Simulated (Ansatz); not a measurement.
# A ladder of methods for SiH2F2 (SiF2H2)

SiH2F2: 5 atoms, total charge 0, spin state singlet. SMILES: `[H][Si]([H])(F)F`. The coordinates come from a GFN2-xTB relaxation.

```csv
atom,x (Å),y (Å),z (Å)
Si,-0.0914,0.0006,-0.0643
F,0.0092,-0.0188,1.5265
F,1.4360,0.0106,-0.5197
H,-0.6801,1.2578,-0.4555
H,-0.6737,-1.2502,-0.4869
```

Each level gives the energy change with the Si1–F2 bond stretched from 1.594 to 3.188 Å (eV). The values are calculated.

| level | kind | program | value (eV) | less FCI/STO-3G |
| --- | --- | --- | --- | --- |
| SVWN5/STO-3G (restricted) | LDA | Ansatz | 6.35 | +2.16 |
| PBE/STO-3G (restricted) | GGA | Ansatz | 5.87 | +1.68 |
| revPBE/STO-3G (restricted) | GGA | Ansatz | 5.68 | +1.49 |
| B3LYP/STO-3G (restricted) | global hybrid | Ansatz | 6.60 | +2.41 |
| PBE0/STO-3G (restricted) | global hybrid | Ansatz | 6.83 | +2.64 |
| BCCD(T)/STO-3G (restricted) | coupled cluster or CI | Ansatz | 4.13 | -0.06 |
| CCSD/STO-3G (restricted) | coupled cluster or CI | Ansatz | 4.37 | +0.18 |
| FCI/STO-3G | exact in the basis | Ansatz | 4.19 | 0.00 |

FCI/STO-3G is exact within its basis and frozen core, so for wave-function methods in that basis the difference is their error; functionals converge differently with the basis, so for them it is only a difference. The first shape isn't each level's own minimum. The values span 4.13 to 6.83 eV. All rows use very small basis sets, so even the best lies far from the true value.
